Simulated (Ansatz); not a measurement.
SiH2 (SMILES [SiH2]) moved off its minimum; all values from Ansatz (a first-principles code), cores frozen in correlated methods.
(charge 0, multiplicity 1)
```xyz
3

Si     0.02189     0.01455     0.12732
H     -0.06241    -1.09198    -0.92684
H     -0.06804     1.11599    -0.92262
```

Forces at PBE/def2-TZVPP (eV/Å):

```
atom      Fx      Fy      Fz
----  ------  ------  ------
Si1    0.027  -0.066   0.330
H2    -0.011  -0.012  -0.133
H3    -0.017   0.078  -0.197
```

**Question.** Give the forces (eV/Å), the total energy and the dipole at CCSD(T)/aug-cc-pV(T+d)Z.

**Answer.** 
```json
[
 {"atom": "Si1", "Fx": "-0.011", "Fy": "-0.066", "Fz": "-0.140"},
 {"atom": "H2", "Fx": "0.008", "Fy": "0.134", "Fz": "0.101"},
 {"atom": "H3", "Fx": "0.003", "Fy": "-0.069", "Fz": "0.039"}
]
```
Energy -290.1744 hartree, dipole 0.12 D.

Doubts at one or more of the structures used: a restricted determinant that unrestricted orbitals would lower (CCSD(T)/aug-cc-pV(T+d)Z).
